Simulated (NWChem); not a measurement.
Program: NWChem. System: CH2, charge 0, spin multiplicity 3, at a geometry optimised with UPBE0/def2-SVP. The structure started from a generated list of species. Its SCF solution wasn't tested for a lower state. Level: UMP2/def2-TZVP, 1 core orbitals frozen.

The NWChem input:

```
start mol
memory heap 200 mb stack 900 mb global 1100 mb
geometry units angstroms nocenter noautoz
  C      0.000000     0.000000    -0.105884
  H      1.004074     0.000000     0.317651
  H     -1.004074     0.000000     0.317651
  symmetry group C2v
end
basis spherical
  * library def2-tzvp
end
scf
  uhf
  nopen 2
  maxiter 100
  thresh 1e-7
  semidirect memsize 60000000 filesize 0
  # guess.movecs holds the orbitals of an unrestricted PBE0 run
  vectors input guess.movecs output mol.movecs
end
mp2
  freeze core 1
end
task mp2 energy
```

NWChem printed:

```
             Northwest Computational Chemistry Package (NWChem) 7.3.0
             --------------------------------------------------------

                                NWChem Input Module
                                -------------------

 Scaling coordinates for geometry "geometry" by  1.889725989
 (inverse scale =  0.529177249)

 Turning off AUTOSYM since
 SYMMETRY directive was detected!

                             Geometry "geometry" -> ""
                             -------------------------

 Output coordinates in angstroms (scale by  1.889725989 to convert to a.u.)

  No.       Tag          Charge          X              Y              Z
 ---- ---------------- ---------- -------------- -------------- --------------
    1 C                    6.0000     0.00000000     0.00000000    -0.10588400
    2 H                    1.0000     1.00407400     0.00000000     0.31765100
    3 H                    1.0000    -1.00407400     0.00000000     0.31765100

 Effective nuclear repulsion energy (a.u.)       6.0906771635

            Nuclear Dipole moment (a.u.)
            ----------------------------
        X                 Y               Z
 ---------------- ---------------- ----------------
     0.0000000000     0.0000000000    -0.0000037795

      Symmetry information
      --------------------

 Group name             C2v
 Group number             16
 Group order               4
 No. of unique centers     2

      Symmetry unique atoms

     1    2


 Summary of "ao basis" -> "" (spherical)
 ------------------------------------------------------------------------------
       Tag                 Description            Shells   Functions and Types
 ---------------- ------------------------------  ------  ---------------------
 *                         def2-tzvp                  on all atoms

 Summary of "ao basis" -> "ao basis" (spherical)
 ------------------------------------------------------------------------------
       Tag                 Description            Shells   Functions and Types
 ---------------- ------------------------------  ------  ---------------------
 C                         def2-tzvp                11       31   5s3p2d1f
 H                         def2-tzvp                 4        6   3s1p

                                 NWChem SCF Module
                                 -----------------

  ao basis        = "ao basis"
  functions       =    43
  atoms           =     3
  alpha electrons =     5
  beta  electrons =     3
  charge          =   0.00
  wavefunction    = UHF
  use symmetry    = T
  symmetry adapt  = T

 Summary of "ao basis" -> "ao basis" (spherical)
 ------------------------------------------------------------------------------
       Tag                 Description            Shells   Functions and Types
 ---------------- ------------------------------  ------  ---------------------
 C                         def2-tzvp                11       31   5s3p2d1f
 H                         def2-tzvp                 4        6   3s1p

      Symmetry analysis of basis
      --------------------------

        a1         19
        a2          4
        b1         12
        b2          8

 Forming initial guess at       0.5s

   Symmetry analysis of molecular orbitals - initial alpha
   -------------------------------------------------------

  Numbering of irreducible representations:

     1 a1          2 a2          3 b1          4 b2

  Orbital symmetries:

     1 a1          2 a1          3 b1          4 a1          5 b2
     6 a1          7 b1          8 a1          9 a1         10 b2
    11 b1         12 a1         13 b1         14 a2         15 a1

   Symmetry analysis of molecular orbitals - initial beta
   ------------------------------------------------------

  Numbering of irreducible representations:

     1 a1          2 a2          3 b1          4 b2

  Orbital symmetries:

     1 a1          2 a1          3 b1          4 a1          5 b2
     6 a1          7 b1          8 a1          9 b1         10 a1
    11 b2         12 a1         13 b1         14 a2         15 a1

 Starting SCF solution at       0.5s

 ----------------------------------------------
         Quadratically convergent UHF

 Convergence threshold     :          1.000E-07
 Maximum no. of iterations :          100
 Integral*density screening:          1.000E-09
 ----------------------------------------------

              iter       energy          gnorm     gmax       time
             ----- ------------------- --------- --------- --------
                 1      -38.9339314727  2.42D-01  8.82D-02      0.6
                 2      -38.9376072489  1.42D-02  6.07D-03      0.6
                 3      -38.9376847529  1.49D-04  5.42D-05      0.6
                 4      -38.9376847634  2.52D-08  7.67D-09      0.6

       Final UHF  results
       ------------------

         Total SCF energy =    -38.937684763368
      One electron energy =    -63.793251896279
      Two electron energy =     18.764889969421
 Nuclear repulsion energy =      6.090677163490

                       Sz =      1.0000
                 Sz(Sz+1) =      2.0000
                      S^2 =      2.0169

        Time for solution =      0.2s

       Symmetry analysis of molecular orbitals - alpha
       -----------------------------------------------

  Numbering of irreducible representations:

     1 a1          2 a2          3 b1          4 b2

  Orbital symmetries:

     1 a1          2 a1          3 b1          4 a1          5 b2
     6 a1          7 b1          8 a1          9 a1         10 b2
[...]
    34      2.885891  2 H  s                 40     -2.885891  3 H  s
    12     -2.025804  1 C  px                33     -0.434711  2 H  s
    39      0.434711  3 H  s                  6     -0.195575  1 C  px

 Vector    8  Occ=0.000000D+00  E= 2.974818D-01  Symmetry=a1
              MO Center=  5.8D-16,  1.1D-15,  2.8D-01, r^2= 3.9D+00
   Bfn.  Coefficient  Atom+Function         Bfn.  Coefficient  Atom+Function
  ----- ------------  ---------------      ----- ------------  ---------------
     5      4.950142  1 C  s                  4     -1.891850  1 C  s
    34     -1.735149  2 H  s                 40     -1.735149  3 H  s
    14      0.893922  1 C  pz                 3      0.245420  1 C  s
    33     -0.226127  2 H  s                 39     -0.226127  3 H  s

                     UHF Final Beta Molecular Orbital Analysis
                     -----------------------------------------

 Vector    2  Occ=1.000000D+00  E=-7.728934D-01  Symmetry=a1
              MO Center= -4.5D-15,  9.1D-17,  1.7D-01, r^2= 1.0D+00
   Bfn.  Coefficient  Atom+Function         Bfn.  Coefficient  Atom+Function
  ----- ------------  ---------------      ----- ------------  ---------------
     4      0.331512  1 C  s                  3      0.282624  1 C  s
     2     -0.186829  1 C  s                 33      0.166683  2 H  s
    39      0.166683  3 H  s

 Vector    3  Occ=1.000000D+00  E=-5.844419D-01  Symmetry=b1
              MO Center=  6.1D-15,  3.1D-16,  1.3D-01, r^2= 1.3D+00
   Bfn.  Coefficient  Atom+Function         Bfn.  Coefficient  Atom+Function
  ----- ------------  ---------------      ----- ------------  ---------------
     6      0.300136  1 C  px                33      0.245110  2 H  s
    39     -0.245110  3 H  s                  9      0.219814  1 C  px
    32      0.152373  2 H  s                 38     -0.152373  3 H  s

 Vector    4  Occ=0.000000D+00  E= 1.026797D-01  Symmetry=a1
              MO Center=  2.3D-16,  1.4D-30, -4.6D-01, r^2= 2.4D+00
   Bfn.  Coefficient  Atom+Function         Bfn.  Coefficient  Atom+Function
  ----- ------------  ---------------      ----- ------------  ---------------
    14     -0.644846  1 C  pz                 5      0.638467  1 C  s
     8     -0.231731  1 C  pz                34     -0.220497  2 H  s
    40     -0.220497  3 H  s

 Vector    5  Occ=0.000000D+00  E= 1.222184D-01  Symmetry=b2
              MO Center= -1.5D-18, -7.9D-17, -7.1D-02, r^2= 2.7D+00
   Bfn.  Coefficient  Atom+Function         Bfn.  Coefficient  Atom+Function
  ----- ------------  ---------------      ----- ------------  ---------------
    13      0.812789  1 C  py                 7      0.250557  1 C  py

 Vector    6  Occ=0.000000D+00  E= 1.896784D-01  Symmetry=a1
              MO Center= -5.3D-16, -5.7D-31,  2.7D-01, r^2= 5.3D+00
   Bfn.  Coefficient  Atom+Function         Bfn.  Coefficient  Atom+Function
  ----- ------------  ---------------      ----- ------------  ---------------
     5      2.520072  1 C  s                 34     -2.094678  2 H  s
    40     -2.094678  3 H  s                 14      0.749514  1 C  pz
    33      0.304940  2 H  s                 39      0.304940  3 H  s
     4      0.230007  1 C  s

 center of mass
 --------------
 x =   0.00000000 y =   0.00000000 z =  -0.08498785

 moments of inertia (a.u.)
 ------------------
           1.105501681103           0.000000000000           0.000000000000
           0.000000000000           8.362286362886           0.000000000000
           0.000000000000           0.000000000000           7.256784681783

  Mulliken analysis of the total density
  --------------------------------------

    Atom       Charge   Shell Charges
 -----------   ------   -------------------------------------------------------
    1 C    6     6.31   0.86  1.12  0.51  0.72  0.16  1.12  1.31  0.47  0.01  0.02  0.00
    2 H    1     0.85   0.25  0.47  0.10  0.02
    3 H    1     0.85   0.25  0.47  0.10  0.02

  Mulliken analysis of the alpha density
  --------------------------------------

    Atom       Charge   Shell Charges
 -----------   ------   -------------------------------------------------------
    1 C    6     4.24   0.43  0.56  0.30  0.43  0.11  0.90  1.08  0.42  0.00  0.01  0.00
    2 H    1     0.38   0.12  0.21  0.03  0.02
    3 H    1     0.38   0.12  0.21  0.03  0.02

   Mulliken analysis of the beta density
   -------------------------------------

    Atom       Charge   Shell Charges
 -----------   ------   -------------------------------------------------------
    1 C    6     2.06   0.43  0.56  0.21  0.29  0.06  0.22  0.22  0.06  0.01  0.01  0.00
    2 H    1     0.47   0.13  0.26  0.06  0.01
    3 H    1     0.47   0.13  0.26  0.06  0.01

   Mulliken analysis of the spin density
   -------------------------------------

    Atom       Charge   Shell Charges
 -----------   ------   -------------------------------------------------------
    1 C    6     2.18   0.00 -0.01  0.09  0.14  0.05  0.68  0.86  0.36 -0.00 -0.01 -0.00
    2 H    1    -0.09  -0.02 -0.05 -0.03  0.01
    3 H    1    -0.09  -0.02 -0.05 -0.03  0.01

       Multipole analysis of the density wrt the origin
       ------------------------------------------------

     L   x y z        total         alpha         beta         nuclear
     -   - - -        -----         -----         ----         -------
     0   0 0 0     -0.000000     -5.000000     -3.000000      8.000000

     1   1 0 0     -0.000000      0.000000     -0.000000      0.000000
     1   0 1 0      0.000000      0.000000     -0.000000      0.000000
     1   0 0 1      0.233984      0.609530     -0.375543     -0.000004

     2   2 0 0     -4.347888     -6.291130     -5.257199      7.200441
     2   1 1 0     -0.000000     -0.000000      0.000000      0.000000
     2   1 0 1      0.000000      0.000000     -0.000000      0.000000
     2   0 2 0     -6.099316     -4.684115     -1.415201      0.000000
     2   0 1 1     -0.000000     -0.000000     -0.000000      0.000000
     2   0 0 2     -5.726135     -4.981172     -1.705839      0.960876

                   NWChem MP2 Semi-direct Energy/Gradient Module
                   ---------------------------------------------

  Basis functions       =     43
  Molecular orbitals    =     43
  Frozen core           =      1
  Frozen virtuals       =      0
  Active alpha occupied =      4
  Active beta occupied  =      2
  Active alpha virtual  =     38
  Active beta virtual   =     40
  Use MO symmetry       = T
  Use skeleton AO sym   = T

  AO/Fock/Back tols     =   1.0D-09  1.0D-09  1.0D-09

 GA uses MA = F    GA memory limited = T

 Available:
  local mem=  1.26D+08
 global mem=  1.44D+08
 local disk=  0.00D+00
  mp2_memr nvloc                    38
  nvloc new                    38
   1 passes of   4:        3145728                      11368                    492116.
   1 passes of   4: M    126153723           G      144175502           F     123007995.

 Semi-direct pass number   1 of   1  for UHF alpha       at        0.7s
  vrange nnbf                   946
  mp2_eaftype                    10  avail_ma_in_mb                  1099
 EAF : mp2_eaftype filesize          10     246058.
  mp2_eaf for mointskh                     10
Node 0 wrote      1.2 Mb in      0.0 s     Agg I/O rate:  2812.3 Mb/s
 Done moints_semi at        0.9s
  mp2_eaftype                    10  avail_ma_in_mb                  1089
 EAF : mp2_eaftype filesize          10     246058.
  mp2_eaf for kh                    10
 Done maket at        0.9s
 Done multipass loop at        0.9s

 GA uses MA = F    GA memory limited = T

 Available:
  local mem=  1.26D+08
 global mem=  1.44D+08
 local disk=  0.00D+00
  mp2_memr nvloc                    40
  nvloc new                    40
   1 passes of   2:        3145728                       7770                    260535.
   1 passes of   2: M    126153723           G      144175502           F     123007995.

 Semi-direct pass number   1 of   1  for UHF beta        at        0.9s
  vrange nnbf                   946
  mp2_eaftype                    10  avail_ma_in_mb                  1099
 EAF : mp2_eaftype filesize          10     130268.
  mp2_eaf for mointskh                     10
Node 0 wrote      0.6 Mb in      0.0 s     Agg I/O rate:  2037.7 Mb/s
 Done moints_semi at        1.2s
  mp2_eaftype                    10  avail_ma_in_mb                  1089
 EAF : mp2_eaftype filesize          10     130268.
  mp2_eaf for kh                    10
 Done maket at        1.2s
 Done multipass loop at        1.2s

          -------------------------------------------
          SCF energy                 -38.937684763368
          Correlation energy          -0.112471943224
          Singlet pairs                0.000000000000
          Triplet pairs                0.000000000000
          Total MP2 energy           -39.050156706592
          -------------------------------------------

          ---------------------------------------------------
                    Spin Component Scaled (SCS) MP2
          Same spin pairs                     -0.026115105776
          Same spin scaling factor             0.333333333333
          Opposite spin pairs                 -0.086356837448
          Opposite spin scaling fact.          1.200000000000
          SCS-MP2 correlation energy          -0.112333240196
          Total SCS-MP2 energy               -39.050018003565
          ---------------------------------------------------

 -----------------------
 Performance information
 -----------------------

 Timer overhead =  2.23D-07 seconds/call

               Nr. of calls         CPU time (s)                 Wall time (s)                GFlops
             ---------------    -------------------     ------------------------------   -------------------
Name         Min   Avg   Max    Min     Avg     Max     Min     Avg     Max   Mx/calls   Min     Max     Sum
mp2: moin     2     2     2   0.43    0.43    0.43     0.43    0.43    0.43    0.21      0.0     0.0     0.0
mp2: make     2     2     2   1.63E-2 1.63E-2 1.63E-2  1.63E-2 1.63E-2 1.63E-2 8.15E-3   0.0     0.0     0.0
mp2: tota     1     1     1   0.50    0.50    0.50     0.50    0.50    0.50    0.50      0.0     0.0     0.0

 The average no. of pstat calls per process was 5.00D+00
 with a timing overhead of 1.12D-06s

 Task  times  cpu:        0.7s     wall:        0.7s

 Total times  cpu:        1.2s     wall:        1.2s
```
